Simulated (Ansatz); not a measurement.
**MgH3− (singlet): wave-function methods side by side at scale of all distances = 0.898, 6-31++G****

One table from this session's results is given with a row withheld; the runs are named, their logs left out.

Program: Ansatz 0.2.0, Gaussian basis. Level of theory: 6-31++G**, core rule «outside noble gas», up to 5 orbitals frozen. These are calculated values, not measurements.

The runs, in order: UHF; CCSD(T) on RHF; BCCD(T) on RHF; CISD; CCSDT(Q) on RHF; CASSCF and MRCISD+Q, 2 electrons in 2 orbitals; CASSCF and NEVPT2, 2 electrons in 2 orbitals; Full CI.

18 further runs of the same task are left out: 8 for a known fault of the program, 9 that didn't finish, 1 set aside as unsound or not needed. Runs told in other sessions of the task aren't counted.

### What is computed

The geometry derives from a PBE0/def2-TZVPD stationary point (not a proven minimum). All distances are scaled together.

4 atoms, charge -1, spin multiplicity 1.

Atoms are counted from 1 here; the program's logs count them from 0.

Bond lengths: Mg1–H2 1.625 Å, Mg1–H3 1.625 Å, Mg1–H4 1.625 Å. Angles: H2–Mg1–H3 120.0°, H2–Mg1–H4 120.0°, H3–Mg1–H4 120.0°.

Geometry (Å):

```xyz
4
charge -1, multiplicity 1
Mg    0.00000    0.00000    0.00000
H     1.62475    0.01282    0.00566
H    -0.82347    1.40067   -0.00431
H    -0.80128   -1.41349   -0.00135
```

Set-up of the first run:

in.yaml reads:

```yaml
crystal:
  periodic: [false, false, false]
  atoms:
    - {symbol: Mg, position_ang: [0.000000, 0.000000, 0.000000]}
    - {symbol: H, position_ang: [1.624747, 0.012815, 0.005657]}
    - {symbol: H, position_ang: [-0.823467, 1.400672, -0.004310]}
    - {symbol: H, position_ang: [-0.801280, -1.413488, -0.001347]}
basis:
  gaussian: {orbitals: "6-31++G**"}
total_charge: -1
magnetization: {spin_polarized: true, initial_magnetization: 0}
hamiltonian: {xc: hf}
output: {orbitals: {seedname: orbitals}}
```

On the command line:

```console
$ ansatz run in.yaml --threads 1 --pin off --events-out ev --progress --plain --max-ram 2393MiB
```

Steps of the session up to this table: UHF; CCSD(T) on RHF; BCCD(T) on RHF; CISD; CCSDT(Q) on RHF; CASSCF and MRCISD+Q, 2 electrons in 2 orbitals; CASSCF and NEVPT2, 2 electrons in 2 orbitals; Full CI.

One of the session's tables, all rows but one given; the rest of the session is left out.

| method | from FCI (kcal/mol) |
| --- | --- |
| RHF | +55.17 |
| RMP2 | +13.04 |
| CISD | +2.48 |
| RCCSD | +0.69 |
| RCCSD(T) | +0.20 |
| BCCD(T) | +0.20 |
| RCCSDT | +0.02 |
| RCCSDT(Q) | 0.00 |
| CASSCF pair | +46.83 |
| NEVPT2 pair | +12.40 |
| MRCISD pair | +1.76 |
| MRCISD+Q pair | ? |
| FCI | 0 |

Q: Estimate the row for MRCISD+Q pair from the others.

**Answer.** from FCI (kcal/mol): -0.39. In the column «from FCI (kcal/mol)» it is the lowest.

To keep in mind: MRCISD+Q pair falls below full CI: the +Q correction isn't variational, and the cores differ from full CI's.
